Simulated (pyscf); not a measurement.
Structures and frequencies: ωB97X-D3(BJ)/def2-SVP in PySCF.

Task: For the elementary gas-phase step F–Sb(F)–F (SMILES [F][Sb]([F])[F]) + Cl–Si(Cl)(Cl)–Cl (SMILES Cl[Si](Cl)(Cl)Cl) → F–Sb(F)–Cl (SMILES [F][Sb]([F])[Cl]) + F–Si(Cl)(Cl)–Cl (SMILES F[Si](Cl)(Cl)Cl) (singlet surface; F–Sb, Cl–Si broken, Cl–Sb, F–Si formed), what barrier and reaction energy does ωB97M-D3(BJ)/def2-TZVP give, measured from the separated reactants?

Result: ΔE‡ = 0.89 eV, ΔE = -0.58 eV. Zero-point energy shifts the barrier by +0.03 eV. It is a four-centre exchange, with an imaginary mode of 77i cm⁻¹. On the reactant side the descent ends in a complex, 0.21 eV under the separated species and 0.90 eV under the saddle at ωB97X-D3(BJ)/def2-TZVP. On the product side the descent ends in a complex, 0.20 eV under the separated species and 1.48 eV under the saddle at ωB97X-D3(BJ)/def2-TZVP. At ωB97X-D3(BJ)/def2-TZVP the barrier from the zero used here is 0.70 eV. This is the saddle that the search found; another between the same sides may lie lower. Elements past Kr carry the def2 core potentials, without spin-orbit coupling.
